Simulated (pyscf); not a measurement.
Optimised with ωB97X-D3(BJ)/def2-SVP in PySCF.

Problem. How much does it cost (ΔH, 298 K, ωB97M-D3(BJ)/def2-TZVP) to split H₃C–CH(Cl)–CH₂–Cl at its C–Cl bond into •H₂C–CH(CH₃)–Cl + Cl•?

Solution. C–Cl to •H₂C–CH(CH₃)–Cl + Cl•: 345.8 kJ/mol. The 7 functionals that were run give +325.6 (B3LYP-D3(BJ)) to +350.1 kJ/mol (ωB97X-D3(BJ)). •H₂C–CH(CH₃)–Cl lies 25.8 kJ/mol over its isomer H₃C–C•(CH₃)–Cl, and others may lie lower still (electronic energy, ωB97M-D3(BJ)). Left out: the spin-orbit lowering of Cl.
